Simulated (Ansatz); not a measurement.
## Ytterbium, fcc: convergence with the plane-wave cutoff

Computed with Ansatz, r²SCAN, scalar-relativistic PAW, on the relaxed cell (a = 5.219 Å; spin not included). Errors count from a run at 500 eV on a Γ-centred 17×17×17 mesh with Fermi-Dirac smearing of 0.1 eV, extrapolated to zero width. Fixed here: mesh 10×10×10, Fermi-Dirac width 0.1 eV. The pressure holds a Pulay correction and is unreliable far below the recommended cutoff. The SCF starts from atomic densities corrected by a trained network.

```tsv
cutoff (eV)	E(σ→0) error (meV/atom)	P (GPa)	SCF iterations
150	47036.3	-23.09	10
200	8684.3	1.74	9
250	1358.0	1.54	10
300	89.3	0.29	14
350	9.0	-0.05	13
500	0.4	-0.04	13
600	-0.1	-0.04	13
800	-1.1	-0.04	13
```

Task: What does the run at 420 give (cutoff)?

Result: E(σ→0) error (meV/atom): 3.2; P (GPa): -0.05; SCF iterations: 12.

Within 5 meV/atom of the last row: from 420 eV on.
